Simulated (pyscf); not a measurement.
A first-order saddle from PySCF, ωB97X-D3(BJ)/def2-SVP:

```xyz
15

Sb     0.2871     0.1101     0.5187
C      1.0043     1.5935    -1.5877
C     -1.5880     0.1161    -0.5399
C     -0.8821     0.1672     2.4036
H      2.0835     1.7757    -1.4922
H      0.7164     1.5422    -2.6497
H      0.4504     2.4291    -1.1392
H     -1.4342     0.0624    -1.6254
H     -2.1346     1.0374    -0.2852
H     -2.1907    -0.7426    -0.2078
H     -1.5290     1.0610     2.4293
H     -1.5391    -0.7172     2.4713
H     -0.2223     0.1843     3.2851
H      0.8721    -0.8302    -1.3168
H      0.9316     0.1222    -1.5771
```

Surface: singlet, charge 0. Lowest wavenumbers (cm⁻¹): 1530i, 81, 133, 140, 154.

Name the species on either side of this saddle.

H₃C–Sb(CH₃)–CH₃ + hydrogen (H₂) ⇌ H₃C–SbH–CH₃ + methane (CH₄), a four-centre exchange read from left to right: C–Sb, H–H broken and H–Sb, C–H formed. At ωB97M-D3(BJ)/def2-TZVP it lies +74.6 kcal/mol from the left side and +86.2 kcal/mol from the right (each side as separated species at their lowest minima found). At the saddle there is also a short H–Sb contact that neither side keeps. From the product side, H₃C–Sb•–CH₃ + H• + CH₄ lies, by one bond made or cut, 16.7 kcal/mol under this saddle at ωB97M-D3(BJ)/def2-TZVP. The same reactants have a lower exit, to CH₃• + H₃C–Sb•–CH₃ + H₂ (no saddle counted: cutting one bond costs +62.2 kcal/mol at ωB97M-D3(BJ)/def2-TZVP, against +74.6 kcal/mol here). This is the saddle that the search found; another between the same sides may lie lower. Elements past Kr carry the def2 core potentials, without spin-orbit coupling.
